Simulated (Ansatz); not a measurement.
# One shape, several levels: BHSCl (SMILES S[B]Cl)

We compute a comparison of 6 runs (U-r2SCAN0/STO-3G, U-wB97M-V/STO-3G, UHSE06/STO-3G, UPBE0/STO-3G, USVWN5/STO-3G, UCCSDT/STO-3G) of BHSCl. 

The results are computed with Ansatz 0.2.0.

75 further runs of the same task are left out: 2 that didn't finish, 73 set aside as unsound or not needed.

### 1 The system as given

BHSCl: 4 atoms, total charge 0, spin state doublet. As SMILES, `S[B]Cl`. The B2–S1 distance was set to 2.649 Å, away from the relaxed value. At this shape a bond of the SMILES string is far longer than usual.

Bond lengths: B2–Cl3 1.722 Å, S1–H4 1.344 Å. A long bond or contact: S1–B2 2.649 Å.

### 2 The energy at U-r2SCAN0/STO-3G (run 1)

File input.yaml:

```yaml
crystal:
  periodic: [false, false, false]
  atoms:
    - {symbol: S, position_ang: [0.999415, -1.421522, 0.970015]}
    - {symbol: B, position_ang: [-0.299600, 0.475700, -0.345800]}
    - {symbol: Cl, position_ang: [-2.014100, 0.616000, -0.427300]}
    - {symbol: H, position_ang: [2.235915, -0.995322, 0.660015]}
basis:
  gaussian: {orbitals: STO-3G}
total_charge: 0
magnetization: {spin_polarized: true, initial_magnetization: 1}
hamiltonian: {xc: {name: r2SCAN0}}
accuracy: high
```

The run is started by

```
$ ansatz run input.yaml --threads 1 --pin off --max-ram 2610MiB --events-out events.jsonl --progress --plain --runs-dir runs
```

Log:

```text
Warning: RAYON_NUM_THREADS=1 ignored (pool sized by the plan → 1); use --threads N
Functional definition: r2SCAN0
  name "r2SCAN0"
  parameter a = 0.25
  parameter k0 = 0.174
  parameter k1 = 0.065
  parameter a1 = 4.9479
  exchange = (1 - a)*r2scan_x(k0 = k0, k1 = k1, a1 = a1) + a*exact_x
  correlation = r2scan_c
409 factors; integrals over basis functions are off by at most 8.2e-9 eV
mean field evaluation 1: about -23779.2222 eV, gradient 1.2e1 eV
mean field evaluation 2: about -23756.5322 eV, gradient 5.4e1 eV
mean field evaluation 4: about -23780.9408 eV, gradient 1.8e0 eV
mean field evaluation 8: about -23781.0264 eV, gradient 1.1e-1 eV
mean field evaluation 16: about -23781.0268 eV, gradient 2.7e-5 eV
mean field evaluation 32: about -23780.4381 eV, gradient 3.2e0 eV
mean field -23781.02675224 eV, -873.9366137858 hartree, gradient 4.9e-8 eV, S^2 0.878934; 4 other end points of the search recorded, 0 dependent functions left out
reference -23781.02675276 eV, -873.9366138050 hartree; 20, 19 occupied and 4, 5 virtual orbitals, 409 factors
Total energy: -23781.02675276 eV, -873.9366138050 hartree
```

Wall time 8.1 s (1 thread of Arm Neoverse V1, shared host); peak memory 0.23 GiB.

### 3 A single-point energy at U-wB97M-V/STO-3G (run 2)

File molecule.yaml:

```yaml
crystal:
  periodic: [false, false, false]
  atoms:
    - {symbol: S, position_ang: [0.999415, -1.421522, 0.970015]}
    - {symbol: B, position_ang: [-0.299600, 0.475700, -0.345800]}
    - {symbol: Cl, position_ang: [-2.014100, 0.616000, -0.427300]}
    - {symbol: H, position_ang: [2.235915, -0.995322, 0.660015]}
basis:
  gaussian:
    orbitals: STO-3G
magnetization:
  spin_polarized: true
  initial_magnetization: 1
hamiltonian:
  xc: {name: wB97M-V}
accuracy: high
```

The run is started by

```
$ ansatz run molecule.yaml --threads 1 --pin off --max-ram 2610MiB --events-out events.jsonl --progress --plain --runs-dir runs
```

Log, shortened:

```text
Warning: RAYON_NUM_THREADS=1 ignored (pool sized by the plan → 1); use --threads N
Functional definition: wB97M-V
  name "wB97M-V"
[...]
  gx(w, u) = 1 - cx + cx01*u + cx10*w
  gss(w, u) = css00 + css04*u^4 + css10*w + css20*w^2 + css43*w^4*u^3
  gos(w, u) = cos00 + cos10*w + (cos20 + cos21*u)*w^2 + (cos60 + cos61*u)*w^6
[...]
      + integral(e_c_pw_mod_opposite_spin*gos(b97_w_opposite, b97_u_opposite)) + vv10(b, c)
409 factors; integrals over basis functions are off by at most 8.2e-9 eV
161 factors; integrals over basis functions are off by at most 8.4e-10 eV
[...]
mean field -23783.64041524 eV, -874.0326641297 hartree, gradient 6.4e-8 eV, S^2 0.802315; 2 other end points of the search recorded, 0 dependent functions left out
reference -23783.64041749 eV, -874.0326642122 hartree; 20, 19 occupied and 4, 5 virtual orbitals, 409 factors
Total energy: -23783.64041749 eV, -874.0326642122 hartree
```

Run time: 32 s. Hardware: 1 thread of Arm Neoverse V1, shared host; peak memory 0.51 GiB.

### 4 A single-point energy at UHSE06/STO-3G (run 3)

File job.yaml:

```yaml
crystal:
  periodic: [false, false, false]
  atoms:
    - symbol: S
      position_ang: [0.999415, -1.421522, 0.970015]
    - symbol: B
      position_ang: [-0.299600, 0.475700, -0.345800]
    - symbol: Cl
      position_ang: [-2.014100, 0.616000, -0.427300]
    - symbol: H
      position_ang: [2.235915, -0.995322, 0.660015]
basis:
  gaussian: {orbitals: STO-3G}
magnetization: {spin_polarized: true, initial_magnetization: 1}
hamiltonian: {xc: {name: HSE06}}
accuracy: high
```

The run is started by

```
$ ansatz run job.yaml --threads 1 --pin off --max-ram 2610MiB --events-out events.jsonl --progress --plain --runs-dir runs
```

Log:

```text
Warning: RAYON_NUM_THREADS=1 ignored (pool sized by the plan → 1); use --threads N
Functional definition: HSE06
  name "HSE06"
[... 1 set-up line as earlier in the session ...]
  parameter omega = 0.11/bohr
  exchange = pbe_x - a*pbe_x_sr(omega) + a*exact_x_sr(omega)
  correlation = pbe_c
409 factors; integrals over basis functions are off by at most 8.2e-9 eV
66 factors; integrals over basis functions are off by at most 1.2e-9 eV
mean field evaluation 1: about -23771.4957 eV, gradient 1.1e1 eV
mean field evaluation 2: about -23725.1883 eV, gradient 6.5e1 eV
mean field evaluation 4: about -23772.9141 eV, gradient 1.9e0 eV
mean field evaluation 8: about -23772.9734 eV, gradient 5.0e-2 eV
mean field evaluation 16: about -23772.9735 eV, gradient 5.3e-5 eV
mean field evaluation 32: about -23772.3778 eV, gradient 3.5e0 eV
mean field -23772.97351013 eV, -873.6406625972 hartree, gradient 3.3e-8 eV, S^2 0.825569; 2 other end points of the search recorded, 0 dependent functions left out
reference -23772.97351198 eV, -873.6406626651 hartree; 20, 19 occupied and 4, 5 virtual orbitals, 409 factors
Total energy: -23772.97351198 eV, -873.6406626651 hartree
```

Run time: 3.6 s. Hardware: 1 thread of Arm Neoverse V1, shared host; peak memory 0.14 GiB.

Runs 4 to 5 aren't shown in full; the table further down has their settings and results.

### 5 A single-point energy at UCCSDT/STO-3G (run 6)

File molecule.yaml:

```yaml
basis:
  gaussian: {orbitals: STO-3G}
crystal:
  periodic: [false, false, false]
  atoms:
    - symbol: S
      position_ang: [0.999415, -1.421522, 0.970015]
    - symbol: B
      position_ang: [-0.299600, 0.475700, -0.345800]
    - symbol: Cl
      position_ang: [-2.014100, 0.616000, -0.427300]
    - symbol: H
      position_ang: [2.235915, -0.995322, 0.660015]
magnetization: {spin_polarized: true, initial_magnetization: 1}
correlation: {method: ccsdt, frozen_orbitals: {B: 1, Cl: 5, H: 0, S: 5}}
accuracy: high
scf: {omitted_lower_state_checks: [cluster_reference, increment]}
```

The run is started by

```
$ ansatz run molecule.yaml --threads 1 --pin off --max-ram 2610MiB --events-out events.jsonl --progress --plain --runs-dir runs
```

Log:

```text
Warning: RAYON_NUM_THREADS=1 ignored (pool sized by the plan → 1); use --threads N
[... 15 lines left out ...]
11 core orbitals not correlated: weight in the atoms' cores, before any rotation towards them, 1.000 or more for the frozen orbitals, at most 0.000 for the correlated occupied ones
[... 60 lines left out ...]
Total energy: -23746.42356497 eV, -872.6649701087 hartree
Checks for a lower state left out: cluster_reference, increment
```

Wall time 2.2 s (1 thread of Arm Neoverse V1, shared host).

### 6 Overview of the runs

```
run             level  frozen core orbitals  energy (Eh)   ⟨S²⟩  wall time
  1  U-r2SCAN0/STO-3G                     –  -873.936614  0.879      8.1 s
  2  U-wB97M-V/STO-3G                     –  -874.032664  0.802       32 s
  3     UHSE06/STO-3G                     –  -873.640663  0.826      3.6 s
  4      UPBE0/STO-3G                     –  -873.656815  0.829      2.6 s
  5     USVWN5/STO-3G                     –  -870.729280  0.762      1.7 s
  6     UCCSDT/STO-3G                    11  -872.664970  1.067      2.2 s
```

### 7 Summary of results

```
                                           quantity          value
                                run 6: total energy  -872.66497 Eh
run 6: correlation energy (11 core orbitals frozen)      -84.2 mEh
           run 6: ⟨S²⟩ of the reference determinant          1.067
                               run 6: T1 diagnostic          0.039
```

What this shows: Totals of different functionals can't be ranked against each other. In runs 1, 2, 3, 4, 5, 6 the basis is minimal, so the values are rough. Spin contamination of the reference: run 6 ⟨S²⟩ = 1.07, run 1 ⟨S²⟩ = 0.88. All runs together took 50 s, the longest 32 s.
